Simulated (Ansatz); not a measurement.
Ideal-gas functions of `OC(O)(Cl)Cl` at 600 K and 1 bar, from an Ansatz frequency run at PBE0-D4/def2-TZVP.

Molar mass 116.93 g/mol, point group C2 (symmetry number 2), electronic degeneracy 1, moments of inertia 122.286, 196.48, 230.038 u Å². Harmonic wavenumbers (cm⁻¹, unscaled): 243, 263, 321, 383, 435, 449, 490, 674, 756, 1052, 1196, 1315, 1339, 3800, 3803.

Use S(trans) = R[1.5 ln M + 2.5 ln T − 1.1517]; rotational temperatures θ = 24.2544 K / I; S(rot) = R[ln(√π/σ · √(T³/θAθBθC)) + 1.5]; for each mode x = 1.438777 ν̃/T, S = R[x/(eˣ − 1) − ln(1 − e⁻ˣ)] and H = RT x/(eˣ − 1); 1 cm⁻¹ = 0.0119627 kJ/mol; R = 8.31446 J/(mol·K).

Problem. By hand: the entropy, in J/(mol·K).

Solution. Translation 182.8. Rotation: θ = 0.1983, 0.1234, 0.1054 K, giving 116.0. Vibration, mode by mode: 12.92, 12.28, 10.69, 9.31, 8.33, 8.09, 7.44, 5.17, 4.42, 2.53, 1.92, 1.53, 1.46, 0.01, 0.01, in all 86.1. Electronic 0.0. Sum 384.9 J/(mol·K).

Problem. By hand: H − E and G − E in kJ/mol, counted from the electronic energy.

Solution. Zero-point energy ½ × 16519 × 0.0119627 = 98.8; thermal vibration 28.9; translation, rotation and pV give 4 RT = 20.0. H − E = 147.7 kJ/mol, and G − E = 147.7 − 600 × 384.9/1000 = -83.2 kJ/mol.

Vibration gives 22 % of the entropy. The sum counts one conformer and one mirror image; others add a mixing term.
